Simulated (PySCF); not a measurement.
# C2H3B: NMR shifts at several levels of theory

Aim: compute the NMR shifts of C2H3B (`BC#C`) at several levels, and see how far they spread and what each costs.

The runs use PySCF 2.14.0, with density-fitted response routines of our own; the level of theory stands in each step. All values are computed, except where a source is named. Atoms are numbered from 0 throughout.

## 1. The molecule as given

6 atoms, charge 0, multiplicity 1; geometry from: GFN2-xTB. The atoms were then displaced at random by about 0.03 Å, so the start is not that level's minimum.

Bonds of the start (Å): B0–C1 1.42, C1–C2 1.16, B0–H3 1.09, B0–H4 1.26, C2–H5 1.10.

## 2. Relaxing the molecule at PBE0-D3(BJ)/def2-SVP

Job settings and geometry (Å):

```
{"job": {"xc": "PBE0", "basis": "def2-SVP", "d3": "d3bj", "grid": 1, "shake": 0.03, "kind": "geom"}, "charge": 0, "multiplicity": 1}
B     -1.067470    -0.013690     0.051630
C      0.344630    -0.034700     0.142770
C      1.503370    -0.091760     0.211390
H     -1.697390    -0.587260     0.728050
H     -1.614070     0.764290    -0.779850
H      2.600300    -0.128920     0.306600
```

Launch:

```sh
$ OMP_NUM_THREADS=1 python probes_run.py task.json out
```

One launch serves the whole session: the jobs run in the order shown.

Standard output:

```text
step   0  E = -102.53819474  max force = 0.162075
step   1  E = -102.55984536  max force = 0.014538
step   2  E = -102.55607157  max force = 0.028156
step   3  E = -102.56073872  max force = 0.009069
step   4  E = -102.56104084  max force = 0.001242
step   5  E = -102.56104640  max force = 0.000556
step   6  E = -102.56104962  max force = 0.000387
optimisation converged
```

It took 5 s on 1 thread of Intel Xeon Platinum 8488C, shared host; peak memory 0.27 GiB.

Step by step: (the energy doesn't fall at every step)

| step | energy from step 0 (eV) | largest force component (eV/Å) |
| --- | --- | --- |
| 0 | 0.0000 | 8.3342 |
| 1 | -0.5891 | 0.7476 |
| 2 | -0.4865 | 1.4478 |
| 3 | -0.6135 | 0.4663 |
| 4 | -0.6217 | 0.0639 |
| 5 | -0.6218 | 0.0286 |
| 6 | -0.6219 | 0.0199 |

Close pairs (by a distance rule), those that changed most:

| bond | before (Å) | after (Å) | change (Å) |
| --- | --- | --- | --- |
| B0–H3 | 1.088 | 1.207 | +0.119 |
| B0–C1 | 1.415 | 1.508 | +0.093 |
| C1–C2 | 1.162 | 1.221 | +0.059 |
| B0–H4 | 1.263 | 1.206 | -0.057 |
| C2–H5 | 1.102 | 1.075 | -0.026 |

The next job starts from the end point, and lists it.

| at the end point | value |
| --- | --- |
| point group (found at 0.08 Å tolerance) | C2v |
| rotational constants (GHz, main isotopes) | 229.5, 8.894, 8.562 |
| dipole moment (D) | 1.05 |

## 3. Nuclear shieldings: WP04/pcSseg-2

Job settings and geometry (Å):

```
{"job": {"kind": "nmr", "xc": "WP04", "basis": "pcSseg-2", "pop": false}, "charge": 0, "multiplicity": 1}
B     -1.123593     0.036791     0.029177
C      0.379115    -0.026532     0.140024
C      1.595565    -0.087124     0.223689
H     -1.810843    -0.634090     0.760190
H     -1.638125     0.757219    -0.790384
H      2.667250    -0.138303     0.297894
```

With the program's defaults for keys left out, this is: GIAO WP04/pcSseg-2 NMR shielding, non-relativistic, gas phase.

Standard output:

```text
coarse grid: 5120 points
cycle   1  E = -105.4741265439  dE =  8.134e-02  |g| = 4.391e-01  |ddm| = 1.851e+00
cycle   2  E = -105.4374809853  dE =  3.665e-02  |g| = 5.574e-01  |ddm| = 9.735e-01
cycle   3  E = -105.5129299598  dE = -7.545e-02  |g| = 2.185e-01  |ddm| = 5.150e-01
cycle   4  E = -105.5246049463  dE = -1.167e-02  |g| = 4.733e-02  |ddm| = 1.702e-01
cycle   5  E = -105.5252555005  dE = -6.506e-04  |g| = 1.119e-02  |ddm| = 4.370e-02
cycle   6  E = -105.5253002040  dE = -4.470e-05  |g| = 1.274e-03  |ddm| = 1.206e-02
cycle   7  E = -105.5253006915  dE = -4.875e-07  |g| = 2.608e-04  |ddm| = 1.464e-03
final grid: 49744 points
cycle   8  E = -105.5357767234  dE = -5.626e-05  |g| = 3.900e-03  |ddm| = 2.818e-02
cycle   9  E = -105.5357753333  dE =  1.390e-06  |g| = 4.412e-03  |ddm| = 9.888e-03
cycle  10  E = -105.5357800455  dE = -4.712e-06  |g| = 1.940e-03  |ddm| = 5.051e-03
cycle  11  E = -105.5357809591  dE = -9.136e-07  |g| = 7.239e-04  |ddm| = 1.536e-03
cycle  12  E = -105.5357810873  dE = -1.283e-07  |g| = 1.151e-04  |ddm| = 5.388e-04
cycle  13  E = -105.5357810913  dE = -3.933e-09  |g| = 1.091e-05  |ddm| = 1.304e-04
cycle  14  E = -105.5357810913  dE = -3.845e-11  |g| = 1.229e-06  |ddm| = 1.245e-05
converged SCF energy = -105.5357810913

GIAO shielding tensors (ppm)
atom      isotropic    diamagn.    paramagn.     s11        s22        s33       span
  0 B       29.229     192.717    -163.488    -35.869     -0.955    124.510    160.379
  1 C       77.564     264.641    -187.076    -27.315    -26.847    286.855    314.170
  2 C       36.696     266.111    -229.415    -11.709     12.580    109.217    120.927
  3 H       25.825      28.851      -3.026     22.321     27.568     27.587      5.266
  4 H       25.831      29.107      -3.276     22.321     27.579     27.593      5.272
  5 H       26.661      31.218      -4.557     25.057     25.568     29.358      4.301
```

Run time: 5 s. Hardware: 1 thread of Intel Xeon Platinum 8488C, shared host; peak memory 0.53 GiB.

The references, computed at this level on geometries of the same kind, shield at (ppm): 1H TMS 31.61, 13C TMS 172.1, 11B BF3·OEt2 94.2. Their shielding less the atom's gives the shift. The references are single molecules in the gas phase. Atoms listed in one row are averaged.

| atoms | environment | σ (ppm) | δ (ppm) |
| --- | --- | --- | --- |
| C2 | terminal alkyne carbon | 36.7 | 135.4 |
| C1 | alkyne carbon | 77.6 | 94.5 |
| H3, H4 | hydrogen on a boron bonded to C | 25.83 | 5.78 |
| H5 | hydrogen on a terminal alkyne carbon | 26.66 | 4.95 |
| B0 | boron bonded to C, 2 H | 29.2 | 65.0 |

## 4. Shielding tensors: B97-2/pcSseg-2

Settings changed since step 3:

```diff
@@ -1,2 +1,2 @@
-{"job": {"kind": "nmr", "xc": "WP04", "basis": "pcSseg-2", "pop": false}, "charge": 0, "multiplicity": 1}
+{"job": {"kind": "nmr", "xc": "B97-2", "basis": "pcSseg-2", "pop": false}, "charge": 0, "multiplicity": 1}
 B     -1.123593     0.036791     0.029177
```

Method: GIAO B97-2/pcSseg-2 NMR shielding, non-relativistic, gas phase.

Standard output:

```text
coarse grid: 5120 points
cycle   1  E = -102.7454532042  dE =  1.081e-01  |g| = 3.159e-01  |ddm| = 1.756e+00
cycle   2  E = -102.7279655448  dE =  1.749e-02  |g| = 3.984e-01  |ddm| = 6.452e-01
cycle   3  E = -102.7657455441  dE = -3.778e-02  |g| = 1.505e-01  |ddm| = 3.499e-01
cycle   4  E = -102.7713979743  dE = -5.652e-03  |g| = 3.078e-02  |ddm| = 1.255e-01
cycle   5  E = -102.7716787629  dE = -2.808e-04  |g| = 5.725e-03  |ddm| = 2.952e-02
cycle   6  E = -102.7716907592  dE = -1.200e-05  |g| = 7.218e-04  |ddm| = 7.038e-03
cycle   7  E = -102.7716909227  dE = -1.635e-07  |g| = 1.392e-04  |ddm| = 7.960e-04
final grid: 49744 points
cycle   8  E = -102.7751280277  dE = -4.017e-05  |g| = 1.901e-03  |ddm| = 8.508e-02
cycle   9  E = -102.7751283526  dE = -3.249e-07  |g| = 1.413e-03  |ddm| = 3.409e-03
cycle  10  E = -102.7751286760  dE = -3.233e-07  |g| = 1.086e-03  |ddm| = 1.536e-03
cycle  11  E = -102.7751289905  dE = -3.145e-07  |g| = 1.269e-04  |ddm| = 8.056e-04
cycle  12  E = -102.7751289944  dE = -3.870e-09  |g| = 2.660e-05  |ddm| = 1.425e-04
cycle  13  E = -102.7751289946  dE = -2.253e-10  |g| = 6.806e-06  |ddm| = 2.946e-05
converged SCF energy = -102.7751289946

GIAO shielding tensors (ppm)
atom      isotropic    diamagn.    paramagn.     s11        s22        s33       span
  0 B       32.841     195.790    -162.949    -37.448      1.700    134.271    171.720
  1 C       85.322     263.881    -178.559    -18.180    -17.472    291.619    309.799
  2 C       39.572     263.989    -224.417     -0.813     23.748     95.780     96.593
  3 H       24.799      28.483      -3.683     20.887     26.606     26.905      6.017
  4 H       24.805      28.758      -3.953     20.887     26.612     26.916      6.030
  5 H       25.792      32.076      -6.284     24.483     25.111     27.781      3.298
```

Wall time 5 s (1 thread of Intel Xeon Platinum 8488C, shared host); peak memory 0.53 GiB.

This run: δ C2 143.9, C1 98.1, B0 67.3, H3 6.56, H5 5.57 ppm (means over like atoms).

## 5. NMR shieldings: BHandHLYP/pcSseg-2

Settings changed since step 4:

```diff
@@ -1,2 +1,2 @@
-{"job": {"kind": "nmr", "xc": "B97-2", "basis": "pcSseg-2", "pop": false}, "charge": 0, "multiplicity": 1}
+{"job": {"kind": "nmr", "xc": "BHandHLYP", "basis": "pcSseg-2", "pop": false}, "charge": 0, "multiplicity": 1}
 B     -1.123593     0.036791     0.029177
```

Level: GIAO BHandHLYP/pcSseg-2 NMR shielding, non-relativistic, gas phase.

Standard output:

```text
coarse grid: 5120 points
cycle   1  E = -102.7255131114  dE =  1.501e-01  |g| = 2.675e-01  |ddm| = 1.740e+00
cycle   2  E = -102.7339231035  dE = -8.410e-03  |g| = 2.266e-01  |ddm| = 5.512e-01
cycle   3  E = -102.7455108749  dE = -1.159e-02  |g| = 8.186e-02  |ddm| = 2.168e-01
cycle   4  E = -102.7470256345  dE = -1.515e-03  |g| = 2.961e-02  |ddm| = 8.141e-02
cycle   5  E = -102.7472680991  dE = -2.425e-04  |g| = 2.555e-03  |ddm| = 3.426e-02
cycle   6  E = -102.7472712959  dE = -3.197e-06  |g| = 5.667e-04  |ddm| = 4.891e-03
final grid: 49744 points
cycle   7  E = -102.7530120066  dE = -1.301e-05  |g| = 1.436e-03  |ddm| = 1.600e-02
cycle   8  E = -102.7530122180  dE = -2.114e-07  |g| = 1.195e-03  |ddm| = 3.056e-03
cycle   9  E = -102.7530125901  dE = -3.722e-07  |g| = 3.665e-04  |ddm| = 1.594e-03
cycle  10  E = -102.7530126234  dE = -3.322e-08  |g| = 1.832e-04  |ddm| = 3.716e-04
cycle  11  E = -102.7530126351  dE = -1.175e-08  |g| = 3.019e-05  |ddm| = 1.579e-04
cycle  12  E = -102.7530126367  dE = -1.578e-09  |g| = 1.067e-05  |ddm| = 6.659e-05
cycle  13  E = -102.7530126368  dE = -1.342e-10  |g| = 1.491e-06  |ddm| = 2.285e-05
converged SCF energy = -102.7530126368

GIAO shielding tensors (ppm)
atom      isotropic    diamagn.    paramagn.     s11        s22        s33       span
  0 B       33.605     194.691    -161.086    -36.759      2.033    135.541    172.300
  1 C       90.926     262.573    -171.647    -22.465    -19.382    314.625    337.090
  2 C       35.291     262.154    -226.863     -5.572     20.824     90.622     96.194
  3 H       25.043      28.411      -3.367     21.281     26.861     26.988      5.706
  4 H       25.049      28.682      -3.633     21.282     26.873     26.993      5.711
  5 H       25.748      32.368      -6.620     24.469     25.036     27.740      3.270
```

Wall time 4.9 s (1 thread of Intel Xeon Platinum 8488C, shared host); peak memory 0.53 GiB.

This run: δ C2 149.0, C1 93.3, B0 70.0, H3 6.40, H5 5.70 ppm (means over like atoms).

## 6. NMR shieldings: CAM-B3LYP/pcSseg-2

Settings changed since step 5:

```diff
@@ -1,2 +1,2 @@
-{"job": {"kind": "nmr", "xc": "BHandHLYP", "basis": "pcSseg-2", "pop": false}, "charge": 0, "multiplicity": 1}
+{"job": {"kind": "nmr", "xc": "CAM-B3LYP", "basis": "pcSseg-2", "pop": false}, "charge": 0, "multiplicity": 1}
 B     -1.123593     0.036791     0.029177
```

Level: GIAO CAM-B3LYP/pcSseg-2 NMR shielding, non-relativistic, gas phase.

Standard output:

```text
coarse grid: 5120 points
cycle   1  E = -102.7209276029  dE =  1.333e-01  |g| = 2.787e-01  |ddm| = 1.699e+00
cycle   2  E = -102.7265680636  dE = -5.640e-03  |g| = 2.540e-01  |ddm| = 5.419e-01
cycle   3  E = -102.7411221982  dE = -1.455e-02  |g| = 7.956e-02  |ddm| = 2.415e-01
cycle   4  E = -102.7424998837  dE = -1.378e-03  |g| = 2.830e-02  |ddm| = 8.285e-02
cycle   5  E = -102.7427159515  dE = -2.161e-04  |g| = 2.473e-03  |ddm| = 2.939e-02
cycle   6  E = -102.7427186917  dE = -2.740e-06  |g| = 4.732e-04  |ddm| = 4.858e-03
final grid: 49744 points
cycle   7  E = -102.7506467232  dE = -2.113e-05  |g| = 1.817e-03  |ddm| = 1.780e-02
cycle   8  E = -102.7506469749  dE = -2.517e-07  |g| = 1.519e-03  |ddm| = 3.882e-03
cycle   9  E = -102.7506475446  dE = -5.697e-07  |g| = 4.445e-04  |ddm| = 1.988e-03
cycle  10  E = -102.7506475835  dE = -3.894e-08  |g| = 2.330e-04  |ddm| = 4.549e-04
cycle  11  E = -102.7506475977  dE = -1.421e-08  |g| = 2.118e-05  |ddm| = 1.883e-04
cycle  12  E = -102.7506475983  dE = -5.646e-10  |g| = 9.543e-06  |ddm| = 3.906e-05
converged SCF energy = -102.7506475983

GIAO shielding tensors (ppm)
atom      isotropic    diamagn.    paramagn.     s11        s22        s33       span
  0 B       22.896     193.813    -170.917    -55.174    -10.873    134.736    189.910
  1 C       84.331     261.639    -177.309    -27.627    -26.925    307.543    335.170
  2 C       30.854     262.463    -231.609     -8.943     17.630     83.875     92.818
  3 H       24.640      28.353      -3.714     20.350     26.761     26.808      6.458
  4 H       24.645      28.581      -3.936     20.349     26.766     26.820      6.471
  5 H       25.583      31.986      -6.403     24.455     25.058     27.236      2.782
```

It took 6.4 s on 1 thread of Intel Xeon Platinum 8488C, shared host; peak memory 0.55 GiB.

In short: δ C2 151.7, C1 98.2, B0 75.0, H3 6.69, H5 5.75 ppm (means over like atoms).

## 7. NMR shieldings: wB97X-D/pcSseg-2

Settings changed since step 6:

```diff
@@ -1,2 +1,2 @@
-{"job": {"kind": "nmr", "xc": "CAM-B3LYP", "basis": "pcSseg-2", "pop": false}, "charge": 0, "multiplicity": 1}
+{"job": {"kind": "nmr", "xc": "wB97X-D", "basis": "pcSseg-2", "pop": false}, "charge": 0, "multiplicity": 1}
 B     -1.123593     0.036791     0.029177
```

Level: GIAO wB97X-D/pcSseg-2 NMR shielding, non-relativistic, gas phase.

Standard output:

```text
coarse grid: 5120 points
cycle   1  E = -102.7475777114  dE =  1.452e-01  |g| = 2.739e-01  |ddm| = 1.758e+00
cycle   2  E = -102.7582821514  dE = -1.070e-02  |g| = 2.129e-01  |ddm| = 4.571e-01
cycle   3  E = -102.7682523389  dE = -9.970e-03  |g| = 6.674e-02  |ddm| = 2.091e-01
cycle   4  E = -102.7692392009  dE = -9.869e-04  |g| = 2.657e-02  |ddm| = 7.574e-02
cycle   5  E = -102.7694334687  dE = -1.943e-04  |g| = 2.263e-03  |ddm| = 2.899e-02
cycle   6  E = -102.7694367216  dE = -3.253e-06  |g| = 5.892e-04  |ddm| = 6.952e-03
final grid: 49744 points
cycle   7  E = -102.7751629130  dE = -1.263e-04  |g| = 3.228e-03  |ddm| = 8.368e-02
cycle   8  E = -102.7751648025  dE = -1.889e-06  |g| = 8.507e-04  |ddm| = 6.256e-03
cycle   9  E = -102.7751649587  dE = -1.563e-07  |g| = 4.729e-04  |ddm| = 1.641e-03
cycle  10  E = -102.7751650217  dE = -6.298e-08  |g| = 1.589e-04  |ddm| = 6.432e-04
cycle  11  E = -102.7751650275  dE = -5.822e-09  |g| = 6.501e-05  |ddm| = 1.944e-04
cycle  12  E = -102.7751650291  dE = -1.533e-09  |g| = 1.571e-05  |ddm| = 8.955e-05
cycle  13  E = -102.7751650293  dE = -2.020e-10  |g| = 3.970e-06  |ddm| = 4.272e-05
converged SCF energy = -102.7751650293

GIAO shielding tensors (ppm)
atom      isotropic    diamagn.    paramagn.     s11        s22        s33       span
  0 B       31.636     195.881    -164.245    -40.470     -0.350    135.728    176.198
  1 C       87.476     262.478    -175.002    -22.365    -20.384    305.176    327.540
  2 C       36.070     263.213    -227.144     -6.499     18.766     95.942    102.441
  3 H       24.793      28.381      -3.588     20.774     26.745     26.860      6.086
  4 H       24.800      28.642      -3.842     20.775     26.751     26.874      6.098
  5 H       25.790      32.020      -6.229     24.446     25.032     27.893      3.447
```

It took 6.1 s on 1 thread of Intel Xeon Platinum 8488C, shared host; peak memory 0.54 GiB.

Key values: δ C2 148.3, C1 96.9, B0 68.3, H3 6.56, H5 5.57 ppm (means over like atoms).

## 8. Shielding tensors: LC-wPBE/pcSseg-2

Settings changed since step 7:

```diff
@@ -1,2 +1,2 @@
-{"job": {"kind": "nmr", "xc": "wB97X-D", "basis": "pcSseg-2", "pop": false}, "charge": 0, "multiplicity": 1}
+{"job": {"kind": "nmr", "xc": "LC-wPBE", "basis": "pcSseg-2", "pop": false}, "charge": 0, "multiplicity": 1}
 B     -1.123593     0.036791     0.029177
```

With the program's defaults for keys left out, this is: GIAO LC-wPBE/pcSseg-2 NMR shielding, non-relativistic, gas phase.

Standard output:

```text
coarse grid: 5120 points
cycle   1  E = -102.6956747175  dE =  1.679e-01  |g| = 2.671e-01  |ddm| = 1.694e+00
cycle   2  E = -102.7114353155  dE = -1.576e-02  |g| = 1.721e-01  |ddm| = 4.140e-01
cycle   3  E = -102.7175168356  dE = -6.082e-03  |g| = 6.424e-02  |ddm| = 1.913e-01
cycle   4  E = -102.7185070793  dE = -9.902e-04  |g| = 2.378e-02  |ddm| = 7.385e-02
cycle   5  E = -102.7186605190  dE = -1.534e-04  |g| = 2.383e-03  |ddm| = 2.478e-02
cycle   6  E = -102.7186644577  dE = -3.939e-06  |g| = 7.305e-04  |ddm| = 8.667e-03
final grid: 49744 points
cycle   7  E = -102.7226229427  dE = -5.017e-05  |g| = 2.298e-03  |ddm| = 5.726e-02
cycle   8  E = -102.7226241327  dE = -1.190e-06  |g| = 9.323e-04  |ddm| = 4.709e-03
cycle   9  E = -102.7226242651  dE = -1.324e-07  |g| = 2.165e-04  |ddm| = 1.820e-03
cycle  10  E = -102.7226242866  dE = -2.144e-08  |g| = 6.207e-05  |ddm| = 3.210e-04
cycle  11  E = -102.7226242900  dE = -3.489e-09  |g| = 2.731e-05  |ddm| = 1.255e-04
cycle  12  E = -102.7226242910  dE = -1.005e-09  |g| = 1.820e-05  |ddm| = 6.618e-05
cycle  13  E = -102.7226242912  dE = -1.792e-10  |g| = 6.666e-06  |ddm| = 2.438e-05
converged SCF energy = -102.7226242912

GIAO shielding tensors (ppm)
atom      isotropic    diamagn.    paramagn.     s11        s22        s33       span
  0 B       21.114     194.637    -173.523    -59.816    -15.212    138.370    198.186
  1 C       91.665     262.558    -170.893    -24.568    -19.835    319.399    343.967
  2 C       33.420     264.694    -231.274     -9.099     16.020     93.339    102.438
  3 H       24.481      28.466      -3.985     19.886     26.748     26.810      6.924
  4 H       24.486      28.693      -4.206     19.884     26.754     26.822      6.938
  5 H       25.758      31.465      -5.707     24.415     25.019     27.839      3.423
```

Wall time 8.9 s (1 thread of Intel Xeon Platinum 8488C, shared host); peak memory 0.48 GiB.

This run: δ C2 154.9, C1 96.6, B0 77.8, H3 6.83, H5 5.56 ppm (means over like atoms).

## 9. Shielding tensors: PBE0/STO-3G

Settings changed since step 8:

```diff
@@ -1,2 +1,2 @@
-{"job": {"kind": "nmr", "xc": "LC-wPBE", "basis": "pcSseg-2", "pop": false}, "charge": 0, "multiplicity": 1}
+{"job": {"kind": "nmr", "xc": "PBE0", "basis": "STO-3G", "pop": true}, "charge": 0, "multiplicity": 1}
 B     -1.123593     0.036791     0.029177
```

Method: GIAO PBE0/STO-3G NMR shielding, non-relativistic, gas phase.

Standard output:

```text
coarse grid: 5120 points
cycle   1  E = -101.3673624054  dE =  1.501e-01  |g| = 1.918e-01  |ddm| = 3.222e+00
cycle   2  E = -101.3555092770  dE =  1.185e-02  |g| = 3.025e-01  |ddm| = 5.425e-01
cycle   3  E = -101.3784304486  dE = -2.292e-02  |g| = 8.420e-02  |ddm| = 3.500e-01
cycle   4  E = -101.3806397174  dE = -2.209e-03  |g| = 1.446e-02  |ddm| = 1.112e-01
cycle   5  E = -101.3807162075  dE = -7.649e-05  |g| = 1.007e-03  |ddm| = 2.061e-02
cycle   6  E = -101.3807166379  dE = -4.304e-07  |g| = 9.415e-05  |ddm| = 1.620e-03
final grid: 49744 points
cycle   7  E = -101.3746800820  dE = -4.246e-06  |g| = 1.136e-03  |ddm| = 7.973e-03
cycle   8  E = -101.3746805647  dE = -4.827e-07  |g| = 4.513e-04  |ddm| = 2.847e-03
cycle   9  E = -101.3746806527  dE = -8.791e-08  |g| = 6.637e-05  |ddm| = 8.290e-04
cycle  10  E = -101.3746806536  dE = -9.693e-10  |g| = 4.053e-05  |ddm| = 1.050e-04
cycle  11  E = -101.3746806541  dE = -4.590e-10  |g| = 6.131e-06  |ddm| = 4.153e-05
converged SCF energy = -101.3746806541

GIAO shielding tensors (ppm)
atom      isotropic    diamagn.    paramagn.     s11        s22        s33       span
  0 B       57.610     195.882    -138.273     -9.481     23.041    159.269    168.750
  1 C      159.539     263.428    -103.888     88.332     96.681    293.605    205.272
  2 C      112.353     264.195    -151.842     97.878    113.984    125.199     27.321
  3 H       25.988      29.757      -3.768     21.721     27.360     28.884      7.163
  4 H       25.991      29.927      -3.937     21.717     27.362     28.894      7.177
  5 H       26.559      30.066      -3.506     25.176     25.539     28.963      3.788
```

Wall time 0.84 s (1 thread of Intel Xeon Platinum 8488C, shared host); peak memory 0.37 GiB.

In short: δ C2 122.3, C1 75.1, B0 71.1, H3 6.62, H5 6.05 ppm (means over like atoms).

## 10. Nuclear shieldings: PBE0/6-31G

Settings changed since step 9:

```diff
@@ -1,2 +1,2 @@
-{"job": {"kind": "nmr", "xc": "PBE0", "basis": "STO-3G", "pop": true}, "charge": 0, "multiplicity": 1}
+{"job": {"kind": "nmr", "xc": "PBE0", "basis": "6-31G", "pop": true}, "charge": 0, "multiplicity": 1}
 B     -1.123593     0.036791     0.029177
```

Level: GIAO PBE0/6-31G NMR shielding, non-relativistic, gas phase.

Standard output:

```text
coarse grid: 5120 points
cycle   1  E = -102.6173857294  dE =  1.337e-01  |g| = 2.339e-01  |ddm| = 2.368e+00
cycle   2  E = -102.6051858910  dE =  1.220e-02  |g| = 3.254e-01  |ddm| = 6.062e-01
cycle   3  E = -102.6313787678  dE = -2.619e-02  |g| = 1.128e-01  |ddm| = 3.907e-01
cycle   4  E = -102.6348099419  dE = -3.431e-03  |g| = 1.737e-02  |ddm| = 1.098e-01
cycle   5  E = -102.6349100162  dE = -1.001e-04  |g| = 3.297e-03  |ddm| = 2.508e-02
cycle   6  E = -102.6349142652  dE = -4.249e-06  |g| = 3.683e-04  |ddm| = 4.480e-03
final grid: 49744 points
cycle   7  E = -102.6133536837  dE = -7.363e-06  |g| = 3.146e-03  |ddm| = 1.131e-02
cycle   8  E = -102.6133546972  dE = -1.014e-06  |g| = 2.672e-03  |ddm| = 7.191e-03
cycle   9  E = -102.6133569841  dE = -2.287e-06  |g| = 4.756e-04  |ddm| = 3.360e-03
cycle  10  E = -102.6133570448  dE = -6.075e-08  |g| = 2.129e-04  |ddm| = 6.097e-04
cycle  11  E = -102.6133570564  dE = -1.150e-08  |g| = 1.113e-05  |ddm| = 1.683e-04
cycle  12  E = -102.6133570564  dE = -8.123e-11  |g| = 1.530e-06  |ddm| = 2.552e-05
converged SCF energy = -102.6133570564

GIAO shielding tensors (ppm)
atom      isotropic    diamagn.    paramagn.     s11        s22        s33       span
  0 B       48.326     198.888    -150.563    -19.918     19.743    145.152    165.071
  1 C      107.897     256.033    -148.136     10.735     18.024    294.931    284.196
  2 C       61.805     276.666    -214.861     31.150     52.442    101.823     70.673
  3 H       24.901      29.363      -4.463     20.658     25.939     28.106      7.448
  4 H       24.906      29.554      -4.649     20.655     25.944     28.118      7.462
  5 H       26.571      29.056      -2.485     25.798     26.246     27.670      1.872
```

Wall time 1.5 s (1 thread of Intel Xeon Platinum 8488C, shared host); peak memory 0.37 GiB.

This run: δ C2 137.7, C1 91.6, B0 64.8, H3 7.71, H5 6.04 ppm (means over like atoms).

[end of part 1 of 2]
